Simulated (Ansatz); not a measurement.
# BH₄ (doublet): wave-function methods side by side at distance B1–H4 along a hydrogen transfer = 1.440 Å, cc-pVDZ

Aim: climb from Hartree-Fock through coupled cluster and multireference methods for BH₄ (doublet) at one geometry and basis, and see what each rung misses.

Program: Ansatz 0.2.0, Gaussian basis. Level of theory: cc-pVDZ, core rule «outside noble gas», up to 1 orbitals frozen. These are calculated values, not measurements.

Plan: UHF; CCSD(T) on ROHF; CCSD(T) on UHF; BCCD(T) on ROHF; CISD; CCSDT(Q) on ROHF; CCSDT(Q) on UHF; CCSDTQ on ROHF; CCSDTQ on UHF; CASSCF and MRCISD+Q, 3 electrons in 3 orbitals; CASSCF and NEVPT2, 3 electrons in 3 orbitals; CASSCF and MRCISD+Q, 7 electrons in 8 orbitals; CASSCF and NEVPT2, 7 electrons in 8 orbitals; Full CI.

2 further runs of the same task are left out: 2 for a known fault of the program.

### Step 1. The system

The geometry derives from fragments relaxed apart (PBE0/def2-TZVP) and kept rigid, so it is no stationary point. A hydrogen atom is moved between rigid fragments.

5 atoms, charge 0, spin multiplicity 2.

Atoms are counted from 1 here; the program's logs count them from 0.

Bond lengths: B1–H2 1.193 Å, B1–H3 1.193 Å, B1–H4 1.440 Å, H4–H5 0.786 Å. Angles: H2–B1–H3 120.0°, H2–B1–H4 120.0°, H3–B1–H4 120.0°, B1–H4–H5 180.0°.

### Step 2. UHF

in.yaml reads:

```yaml
crystal:
  periodic: [false, false, false]
  atoms:
    - {symbol: B, position_ang: [-0.167904, 0.000000, 0.000000]}
    - {symbol: H, position_ang: [-0.764638, 1.033571, 0.000000]}
    - {symbol: H, position_ang: [-0.764638, -1.033571, 0.000000]}
    - {symbol: H, position_ang: [1.272096, 0.000000, 0.000000]}
    - {symbol: H, position_ang: [2.058096, 0.000000, 0.000000]}
basis:
  gaussian: {orbitals: cc-pVDZ}
magnetization: {spin_polarized: true, initial_magnetization: 1}
hamiltonian: {xc: hf}
output: {orbitals: {seedname: orbitals}}
```

On the command line:

```console
> ansatz run in.yaml --threads 1 --pin off --events-out ev --progress --plain --max-ram 2816MiB --backend cpu
```

After this run come: CCSD(T) on ROHF; CCSD(T) on UHF; BCCD(T) on ROHF; CISD; CCSDT(Q) on ROHF; CCSDT(Q) on UHF; CCSDTQ on ROHF; CCSDTQ on UHF; CASSCF and MRCISD+Q, 3 electrons in 3 orbitals; CASSCF and NEVPT2, 3 electrons in 3 orbitals; CASSCF and MRCISD+Q, 7 electrons in 8 orbitals; CASSCF and NEVPT2, 7 electrons in 8 orbitals; Full CI.

**Question.** What will the summary of the whole plan be? Wanted: FCI below the RHF energy; RMP2 from FCI; UMP2 from FCI; RCCSD from FCI; RCCSD(T) from FCI; UCCSD(T) from FCI; RCCSDT(Q) from FCI; UCCSDT(Q) from FCI; NEVPT2 pair from FCI.

As calculated:

```
                         quantity                                                                                                  value
         FCI below the RHF energy                                                                                             -3.7940 eV
                    RMP2 from FCI                                                                                        +19.16 kcal/mol
                    UMP2 from FCI                                                                                        +19.54 kcal/mol
                   RCCSD from FCI                                                                                         +1.66 kcal/mol
                RCCSD(T) from FCI                                                                                         +0.36 kcal/mol
                UCCSD(T) from FCI                                                                                         +0.37 kcal/mol
               RCCSDT(Q) from FCI                                                                                         +0.01 kcal/mol
               UCCSDT(Q) from FCI                                                                                         +0.01 kcal/mol
             NEVPT2 pair from FCI                                                                                        +18.54 kcal/mol
          NEVPT2 valence from FCI                                                                                        +14.73 kcal/mol
        MRCISD+Q valence from FCI                                                                                         +0.16 kcal/mol
levels within 1 kcal/mol (43 meV)  RCCSD(T), UCCSD(T), BCCD(T), RCCSDT, UCCSDT, RCCSDT(Q), UCCSDT(Q), RCCSDTQ, UCCSDTQ, MRCISD+Q valence
                    T1 diagnostic                                                                                                  0.019
   effectively unpaired electrons                                                                                                   1.03
```

What this shows: RCCSD(T) misses by +0.36 kcal/mol, 0.4 % of the correlation energy. One determinant dominates. Of the multireference levels listed MRCISD+Q valence comes nearest in total energy (+0.16 kcal/mol), which doesn't show that its space is the better one. These misses are within one basis, not against nature; the frozen cores of restricted and unrestricted runs differ, which can shift their rows.
